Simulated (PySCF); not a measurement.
## Isomers of C3H7Cl: computed energies against enthalpies of formation

**Measured values to compare with.**

CRC Handbook of Chemistry and Physics lists, for the gas at 298.15 K: enthalpy of formation of `CC(C)Cl` (2-chloropropane) -144.9 kJ/mol; enthalpy of formation of `CCCCl` -131.9 kJ/mol.

The results are set against them at the end.

Differences of these values give the isomerisation enthalpies. Geometries: GFN2-xTB; runs in PySCF, gas phase, with a dispersion term only where the level names one. Total electronic energies (Eh):

| SMILES | PBE0/pcSseg-1 |
| --- | --- |
| CC(C)Cl | -578.40703 |
| CCCCl | -578.40259 |

Geometry of `CC(C)Cl` (Å):
```
atom  x, y, z in Å
C1    -1.2776   -0.0949   -0.1753
C2     0.0933    0.5536   -0.1123
C3     1.1593   -0.3829    0.4263
Cl4    0.5631    1.0741   -1.7703
H5    -2.0116    0.5936   -0.5860
H6    -1.5914   -0.3827    0.8260
H7    -1.2479   -0.9835   -0.8013
H8     0.0565    1.4728    0.4784
H9     0.9168   -0.6594    1.4505
H10    2.1345    0.0973    0.4165
H11    1.2104   -1.2853   -0.1784
```

Geometry of `CCCCl` (Å):
```
atom  x, y, z in Å
C1    -1.2738   -0.0336    0.4070
C2    -0.0175   -0.5058   -0.3165
C3     1.1287    0.4652   -0.0896
Cl4    2.6007   -0.0856   -0.9358
H5    -1.0948    0.0397    1.4773
H6    -2.0874   -0.7347    0.2417
H7    -1.5815    0.9434    0.0416
H8     0.2693   -1.4941    0.0471
H9    -0.2149   -0.5865   -1.3868
H10    1.3829    0.5390    0.9680
H11    0.8936    1.4558   -0.4799
```

Zero-point and thermal terms are left out, so the computed numbers are electronic energies.

## Comparison

Relative to `CC(C)Cl`, the lowest by measurement, in kJ/mol (measured: enthalpies at 298.15 K; computed: electronic energies):

```json
{"SMILES": "CC(C)Cl", "measured": "0.0", "PBE0/pcSseg-1": "0.0"}
{"SMILES": "CCCCl", "measured": "13.0", "PBE0/pcSseg-1": "11.7"}
```

Measured values: -144.9 kJ/mol (298.15 K; CRC Handbook of Chemistry and Physics) for the first row; the others come from the same table. Unsigned miss: PBE0/pcSseg-1 1.3 kJ/mol. One conformer stands for `CCCCl`, not necessarily the lowest, while the measurement averages over conformers. Where a level misses, the cause wasn't examined.
